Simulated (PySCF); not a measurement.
C₅H₅O (doublet state).
Cartesian coordinates in Å at the GFN2-xTB level; atoms count from 1:
```xyz
11
C5H5O angstrom
C      2.3508   -0.4019   -0.1377
C      1.2123   -0.0851   -0.3255
C     -0.1825    0.2803   -0.5037
C     -1.1012   -0.6505    0.3035
C     -0.3219    1.7207   -0.0963
O     -0.9084    2.2317    0.8008
H      3.3490   -0.6879    0.0107
H     -0.4253    0.2223   -1.5724
H     -0.8533   -0.5944    1.3608
H     -2.1399   -0.3563    0.1697
H     -0.9741   -1.6762   -0.0358
```

The hyperfine couplings belong to this conformer and change with its torsions.

The species is `C#C[C@@H](C)[C]=O` [radical].

Theory: UKS B3LYP, pcH-1 on C H O, non-relativistic, mean-field spin-orbit, GIAO in PySCF 2.14.0. The structure is a single GFN2-xTB conformer in the gas phase; no vibrational or solvent corrections. GFN2-xTB frequencies show an imaginary mode (32i cm⁻¹), so this geometry is no minimum at that level. A GFN2-xTB geometry isn't a minimum of the functional, and hyperfine couplings can be far from their values at a DFT geometry. Stability of the SCF solution: not tested.

Problem. The isotropic 13C couplings are +383.8, +144.7, +14.3, -6.2 MHz. Assign them to C2; C3; C4; C5.

Solution. 
| site | a_iso (MHz) | ρ(0) (bohr⁻³) | position | distance from C5 (Å) | spin population | largest \|T\| (MHz) |
| --- | --- | --- | --- | --- | --- | --- |
| C2 | -6.2 | -0.0055 | 2 bonds from C5 | 2.38 | 0.00 | 2.0 |
| C3 | +144.7 | +0.1287 | 1 bond from C5 | 1.50 | +0.06 | 28.6 |
| C4 | +14.3 | +0.0127 | 2 bonds from C5 | 2.53 | +0.04 | 8.0 |
| C5 | +383.8 | +0.3414 | largest spin population | 0.00 | +0.67 | 101.1 |

Problem. The isotropic 1H couplings, averaged over equivalent nuclei, are -3.7, +3.5, -0.2 MHz. Assign them to H7; H8; H9/H10/H11.

Solution. 
| site | a_iso (MHz) | ρ(0) (bohr⁻³) | position | distance from C5 (Å) | bound to | spin population there | largest \|T\| (MHz) |
| --- | --- | --- | --- | --- | --- | --- | --- |
| H7 | -0.2 | 0.0000 | 4 bonds from C5 | 4.39 | C1 | 0.00 | 1.7 |
| H8 | -3.7 | -0.0008 | 2 bonds from C5 | 2.11 | C3 | +0.06 | 15.3 |
| H9/H10/H11 | +3.5 | +0.0008 | 3 bonds from C5 | 3.01 | C4 | +0.04 | 4.7 |

ρ(0) is the spin density at the nucleus and T the dipolar tensor; entries for several nuclei are means. Largest spin populations (Mulliken): C5 (+0.67) and O6 (+0.23).

Means are taken over nuclei equivalent by connectivity, which assumes that they swap fast. The three 1H nuclei of mean +3.5 MHz run from -2.5 to 14.7 MHz in the frozen geometry.

On AMD EPYC 9R45, one thread, shared host with 192 logical CPUs at a one-minute load of 68, this took 14 s (grids of density and orbitals included) and 0.79 GiB of memory at its peak.
